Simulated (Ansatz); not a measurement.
**B2H2 (triplet): the correlation ladder at distance B1–B2 = 1.767 Å, 6-31G**

Aim: climb from Hartree-Fock through coupled cluster and multireference methods for B2H2 (triplet) at one geometry and basis, and see what each rung misses.

Method: 6-31G, core rule «outside noble gas», up to 2 orbitals frozen; program: Ansatz 0.2.0, Gaussian basis.

To be run: UHF; CCSD(T) on ROHF; CCSD(T) on UHF; BCCD(T) on ROHF; CISD; CCSDT(Q) on ROHF; CCSDT(Q) on UHF; CISDTQ; CASSCF and MRCISD+Q, 4 electrons in 4 orbitals; CASSCF and NEVPT2, 4 electrons in 4 orbitals; CASSCF and MRCISD+Q, 8 electrons in 10 orbitals; CASSCF and NEVPT2, 8 electrons in 10 orbitals; Full CI.

11 further runs of the same task are left out: 10 that didn't finish, 1 set aside as unsound or not needed.

**1. The system**

The geometry derives from a PBE0/def2-TZVP stationary point (not a proven minimum). One bond is set to the value named and the two fragments are kept rigid.

4 atoms, charge 0, spin multiplicity 3.

Atoms are counted from 1 here; the program's logs count them from 0.

Bond lengths: B1–B2 1.767 Å, B1–H3 1.197 Å, B1–H4 1.197 Å. Angles: B2–B1–H3 118.9°, B2–B1–H4 118.9°, H3–B1–H4 122.2°.

**2. UHF**

Contents of in.yaml:

```yaml
crystal:
  periodic: [false, false, false]
  atoms:
    - {symbol: B, position_ang: [0.000000, 0.000000, 0.758830]}
    - {symbol: B, position_ang: [0.000000, 0.000000, -1.008170]}
    - {symbol: H, position_ang: [0.000000, 1.047868, 1.337192]}
    - {symbol: H, position_ang: [0.000000, -1.047868, 1.337192]}
basis:
  gaussian: {orbitals: 6-31G}
magnetization: {spin_polarized: true, initial_magnetization: 2}
hamiltonian: {xc: hf}
output: {orbitals: {seedname: orbitals}}
```

Started as:

```sh
> ansatz run in.yaml --threads 1 --pin off --events-out ev --progress --plain --max-ram 2393MiB
```

After this run come: CCSD(T) on ROHF; CCSD(T) on UHF; BCCD(T) on ROHF; CISD; CCSDT(Q) on ROHF; CCSDT(Q) on UHF; CISDTQ; CASSCF and MRCISD+Q, 4 electrons in 4 orbitals; CASSCF and NEVPT2, 4 electrons in 4 orbitals; CASSCF and MRCISD+Q, 8 electrons in 10 orbitals; CASSCF and NEVPT2, 8 electrons in 10 orbitals; Full CI.

Before running them: what should the planned runs give, taken together? Wanted: FCI from the RHF energy; RMP2 from FCI; UMP2 from FCI; RCCSD from FCI; RCCSD(T) from FCI; UCCSD(T) from FCI; RCCSDT(Q) from FCI; UCCSDT(Q) from FCI; NEVPT2 pair from FCI.

As calculated:

| quantity | value |
| --- | --- |
| FCI from the ROHF energy | -2.8886 eV |
| RMP2 from FCI | +19.84 kcal/mol |
| UMP2 from FCI | +19.62 kcal/mol |
| RCCSD from FCI | +2.58 kcal/mol |
| RCCSD(T) from FCI | +0.82 kcal/mol |
| UCCSD(T) from FCI | +0.80 kcal/mol |
| RCCSDT(Q) from FCI | +0.03 kcal/mol |
| UCCSDT(Q) from FCI | +0.02 kcal/mol |
| NEVPT2 pair from FCI | +19.09 kcal/mol |
| MRCISD+Q pair from FCI | +0.83 kcal/mol |
| NEVPT2 valence from FCI | +5.60 kcal/mol |
| levels within 1 kcal/mol (43 meV) | RCCSD(T), UCCSD(T), BCCD(T), RCCSDT, UCCSDT, CISDTQ, RCCSDT(Q), UCCSDT(Q), MRCISD+Q pair, MRCISD valence, MRCISD+Q valence |
| T1 diagnostic | 0.040 |
| effectively unpaired electrons | 2.04 |

**Reading.** RCCSD(T) misses by +0.82 kcal/mol, 1.2 % of the correlation energy. One determinant dominates. Of the multireference levels listed MRCISD+Q valence comes nearest in total energy (+0.22 kcal/mol), which doesn't show that its space is the better one. These misses are within one basis, not against nature; the frozen cores of restricted and unrestricted runs differ, which can shift their rows.

Levels on UHF freeze UHF's core orbitals, full CI those of ROHF, so the U rows can settle a little off it for that reason alone.

With open shells the CI space here admits some triples and quadruples, so it is larger than plain CISD.
